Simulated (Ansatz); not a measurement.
bcc Ta, treated with PBEsol-D3(BJ) (PAW; Ansatz, a first-principles code).

Numerical settings: plane-wave cutoff 520 eV, 24×24×24 k mesh, Fermi–Dirac smearing 0.05 eV, scalar-relativistic PAW data made under PBE.

Equation-of-state points:

```csv
V (Å³/atom),E − E_lowest (meV/atom)
16.070,46.90
16.412,20.12
16.754,4.84
17.096,0.00
17.438,4.62
17.780,17.82
18.121,38.79
```

Task: Estimate the bulk modulus and its pressure derivative from these points.

Result: V0 = 17.094 Å³/atom, B0 = 221 GPa, B′ = 3.9 (fit to the energies at full precision).

Measured, for comparison: bulk modulus 198 GPa (corrected for temperature and zero-point phonon effects, our sources range from 194 to 203; as tabulated in Levämäki et al. (2014), arXiv:1402.3671); equilibrium volume per atom 17.95 Å³/atom (static lattice: zero-point anharmonic expansion removed; as tabulated in Mejia-Rodriguez and Trickey (2018), arXiv:1807.09216). Computed (rounded) less measured: bulk modulus +12 % (+9 % to +14 % over the range), equilibrium volume per atom -4.8 %.

Spin–orbit coupling is not included.

Static lattice: no zero-point or thermal effects.
